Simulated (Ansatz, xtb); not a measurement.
# Two structures of CH7AlN−

Structure X: a singlet given by its coordinates. Structure Y: a singlet given by its coordinates. Both are isolated ions in the gas phase, relaxed with PBE0-D3(BJ)/def2-SVPD.

X (Å):

```tsv
atom	x (Å)	y (Å)	z (Å)
C	-0.0115	1.0409	-1.0335
Al	1.5743	-0.0769	-1.6623
N	-1.1318	0.2093	-0.5725
H	0.3607	1.7249	-0.2389
H	-0.3659	1.6969	-1.8518
H	-0.7830	-0.6198	-0.0993
H	-1.7437	0.6898	0.0824
H	1.7356	-1.2761	-0.5315
H	1.3246	-0.7428	-3.1447
H	2.9238	0.8692	-1.6979
```

Close contacts (Å): C1–Al2 2.04, C1–N3 1.47, C1–H4 1.11, C1–H5 1.11, Al2–H8 1.66, Al2–H9 1.64, Al2–H10 1.65, N3–H6 1.02, N3–H7 1.02.

Y (Å):

```xyz
10

C    -0.6480    1.1506   -0.4287
Al    1.3083   -0.6204   -1.7129
N     0.7153    0.9120   -0.7966
H    -1.2956    1.5773   -1.2329
H    -0.7573    1.8272    0.4468
H    -1.1236    0.1975   -0.1376
H     1.2172    1.7763   -0.9662
H     0.8678   -1.9400   -0.8314
H     0.6365   -0.7698   -3.2204
H     2.9414   -0.4761   -1.8592
```

Close contacts (Å): C1–N3 1.43, Al2–N3 1.88, C1–H4 1.12, C1–H5 1.11, C1–H6 1.10, Al2–H8 1.65, Al2–H9 1.66, Al2–H10 1.65, N3–H7 1.01.

Which of the two would you expect CCSD(T)/def2-SVPD + ΔMP2/def2-TZVPPD electronic energies to favour?

Structure Y; the calculation gives E(Y) − E(X) = −16.7 kcal/mol.

Level by level:

```csv
level,geometry,E(Y) − E(X) (kcal/mol),departure from the last row (kcal/mol),"job, with rough time for the two"
GFN2-xTB,GFN2-xTB,−31.0,−14.3,"optimisation, 0.27 s"
HF/STO-3G,GFN2-xTB,−16.2,+0.4,"single point, 0.24 s"
r2SCAN-D4/def2-SVPD,GFN2-xTB,−16.7,0.0,"single point, 2.8 s"
PBE0-D3(BJ)/def2-SVPD,PBE0-D3(BJ)/def2-SVPD,−15.4,+1.3,"optimisation, 44 s"
HF/def2-SVPD,PBE0-D3(BJ)/def2-SVPD,−18.4,−1.8,part of the CCSD(T) run
MP2/def2-SVPD,PBE0-D3(BJ)/def2-SVPD,−17.6,−1.0,part of the CCSD(T) run
CCSD(T)/def2-SVPD,PBE0-D3(BJ)/def2-SVPD,−17.0,−0.3,single point
CCSD(T)/def2-SVPD + ΔMP2/def2-TZVPPD,PBE0-D3(BJ)/def2-SVPD,−16.7,,"single point, 25 s"
```

None of the levels shown reverses the order. The largest departure from CCSD(T)/def2-SVPD + ΔMP2/def2-TZVPPD is that of GFN2-xTB, 14.3 kcal/mol. The last row adds to CCSD(T) the change of the MP2 difference between the two basis sets, here +0.3 kcal/mol.

With harmonic frequencies from PBE0-D3(BJ)/def2-SVPD (ideal gas, rigid rotor, one conformer each, 298.15 K, 1 atm): on the last row, ΔE + ΔZPE = −17.0, ΔH = −16.9, ΔG = −17.3 kcal/mol.

The correlated steps freeze 7 core orbitals. Codes used: Ansatz 0.2.0, xtb 6.7.1; the last row on 2 threads of Intel(R) Xeon(R) Platinum 8375C CPU @ 2.90GHz (Ice Lake) on a shared host.
